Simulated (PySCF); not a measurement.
Gas-phase reaction: 4 HSiNH₂ + 2 SiHCl₃ ⇌ Si(NH₂)₄ + 2 SiCl₃ + 3 SiH₂

Computed with PySCF and rigid-rotor harmonic-oscillator thermochemistry at 1 bar. † marks an energy on the PBE0/def2-TZVP geometry and frequencies; other levels use their own. MP2 freezes the core. 6-31G* has spherical d functions here. Open shells (unrestricted): SiCl₃ (multiplicity 2); the rest are closed-shell singlets. HSiNH₂, Si(NH₂)₄: computed as isolated molecules; such fragments, hydroxides, amides, oligomers or adducts are transient or little studied in the gas. MP2 isn't extrapolated to the basis-set limit.

```tsv
level	ΔH°(298 K), kJ
HF/6-31G*	248
MP2/def2-SVP†	363
PBE0/def2-SVP†	?
LDA/def2-TZVP†	353
ωB97M-V/def2-TZVP†	?
```

### Question
What belongs in the gaps?

### Answer

- PBE0/def2-SVP†, ΔH°(298 K), kJ: 345
- ωB97M-V/def2-TZVP†, ΔH°(298 K), kJ: 348
